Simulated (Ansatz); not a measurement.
# Antifluorite Mg2Sn: elastic constant C12 by level of theory

No measured value is used here.

```json
[
 {"level (code)": "LDA+SOC (Ansatz)", "value (GPa)": "29.7", "cell (Å³/atom)": "24.64"},
 {"level (code)": "PBE (Ansatz)", "value (GPa)": "25.5", "cell (Å³/atom)": "26.39"},
 {"level (code)": "PBE-D3(BJ) (Ansatz)", "value (GPa)": "28.6", "cell (Å³/atom)": "25.20"},
 {"level (code)": "B3LYP (VWN-RPA form) (Ansatz)", "value (GPa)": "21.9", "cell (Å³/atom)": "26.30"},
 {"level (code)": "LC-ωPBE (Ansatz)", "value (GPa)": "___", "cell (Å³/atom)": "24.84"},
 {"level (code)": "Hartree–Fock (Ansatz)", "value (GPa)": "___", "cell (Å³/atom)": "27.23"}
]
```

Question: Some entries are withheld; supply them.

Answer: 
- LC-ωPBE (Ansatz, a quantum-chemistry and plane-wave program), value (GPa): 28.0
- Hartree–Fock (Ansatz), value (GPa): 19.2

LDA+SOC, PBE, PBE-D3(BJ): the solid has no gap at this level, which affects its response. PBE-D3(BJ): the dispersion coefficients are held fixed in the derivatives. Each level is taken at its own relaxed cell. K meshes differ between the levels. Ansatz's density-functional and Hartree–Fock values are scalar-relativistic unless marked +SOC, with PAW data made under PBE.
